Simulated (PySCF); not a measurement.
Dipole moment and polarisability of sulfur dicyanide

Compound: sulfur dicyanide, C2N2S.
Geometry (GFN2-xTB, Å), atoms numbered from 1 in this order:
```
atom  x, y, z in Å
N1    -2.1930   -0.1457    0.0054
C2    -1.1560   -0.0130    0.4672
S3     0.3665    0.1861    1.1821
C4     1.2038    0.0367   -0.2826
N5     1.7874   -0.0612   -1.2604
```

Level: B3LYP/def2-SVPD (PySCF), static field, nuclei fixed, core orbitals frozen in the response. The polarisability tensor in these axes (au):

```
x   63.81  1.29 -5.11
y    1.29 33.60  1.93
z   -5.11  1.93 49.52
```

Question: Diagonalise the tensor; give its mean and Δα, where Δα² is half the sum of the squared differences of the eigenvalues.

Answer: Principal values 33.25, 48.23 and 65.46 au; mean 48.98 au = 7.26 Å³ = 8.08 × 10⁻⁴⁰ C²·m²/J; Δα = 27.92 au (57 % of the mean).

Question: What is the dipole moment, and where does it point?

Answer: (1.04, 0.53, 3.31) D, 3.51 D in size, pointing from the negative to the positive side. Measured along this direction, the outermost atoms are N1 and N5 at the negative end and S3 at the positive end.

Question: Form Σ f/ω² (atomic units) for the 8 lowest TDDFT singlets, given as eV and f, and set it beside the mean polarisability, which is this sum over all singlets: 5.31, 0.0000; 5.53, 0.0012; 6.82, 0.0022; 6.82, 0.0211; 7.33, 0.0005; 7.47, 0.0000; 7.55, 0.0062; 7.59, 0.0163.

Answer: They add up to 0.70 au, 1.4 % of the 48.98 au; the largest single term is 0.34 au, from the state at 6.82 eV. Terms in order: 0.00, 0.03, 0.04, 0.34, 0.01, 0.00, 0.08, 0.21 au. Higher excitations give the rest. The strengths listed sum to 0.048.

Question: Find the Langevin capture rate constant for NO+ (29.998 u) meeting this molecule (83.978 u), k = 2.342 × 10⁻⁹ cm³/s × √(α in Å³ / reduced mass in u).

Answer: The reduced mass is 22.10 u, so k = 1.34 × 10⁻⁹ cm³/s. The formula leaves out the permanent dipole, which adds to the capture rate.

Question: Directions of the eigenvectors, and the extent of the frame along each?

Answer: Largest value along (0.95, 0.02, -0.30), where the nuclei span 4.18 Å; middle along (0.30, 0.15, 0.94), 1.92 Å; least along (-0.06, 0.99, -0.14), 0.00 Å. The response follows the extents in order.

Question: Rayleigh depolarisation ratio (linearly polarised light, static tensor)?

Answer: ρ = 3Δα²/(45ᾱ² + 4Δα²) = 2338.5/(107950 + 3117.9) = 0.0211.

Question: Molar refractivity from α?

Answer: Lorentz–Lorenz: R = (4π/3)N_A α = 2.5225 cm³/(mol·Å³) × 7.26 Å³ = 18.3 cm³/mol, in the limit of long wavelengths.

Geometry: GFN2-xTB; no solvent, vibrations or thermal averaging.

These values come from a run that also computed excited states. Time: 4.2 s of wall time. Hardware: an x86-64 server with one thread, no GPU, shared host.
